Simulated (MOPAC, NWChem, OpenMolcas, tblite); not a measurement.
**AlNH2Cl (SMILES [NH2][Al][Cl]): the dipole moment, rung by rung**

AlNH2Cl has 5 atoms, charge 0, and is taken as a doublet. As SMILES, `[NH2][Al][Cl]`. The shape is that of a PBE0-D4/def2-TZVP optimisation. This is one conformer, not always the lowest.

```xyz
5

N    -0.5494    0.4617   -0.2320
Al    0.4026   -0.2916    1.0491
Cl    1.9070   -1.6497    0.4408
H    -1.2936    1.1233   -0.0835
H    -0.4166    0.2827   -1.2159
```

Quantity: the dipole moment, in D. The values are calculated.

| level | kind | program | value (D) | CPU time |
| --- | --- | --- | --- | --- |
| GFN2-xTB | semi-empirical | tblite | 2.46 | under 2 s |
| PM6 | semi-empirical | MOPAC | 3.34 | under 2 s |
| UHF/aug-cc-pVDZ | Hartree–Fock | NWChem | 2.40 | 68 s |
| USVWN5/aug-cc-pVDZ | LDA | OpenMolcas | 2.30 | 19 s |
| UBLYP/aug-cc-pVDZ | GGA | OpenMolcas | 2.25 | 33 s |
| UM06-L/aug-cc-pVDZ | meta-GGA | OpenMolcas | 2.37 | 42 s |
| UBHLYP/aug-cc-pVDZ | global hybrid | OpenMolcas | 2.37 | 32 s |

The values span 2.25 to 3.34 D. Magnitudes only. CPU times are rough (shared hosts, several kinds of processor): they show what a rung costs within a factor of a few.
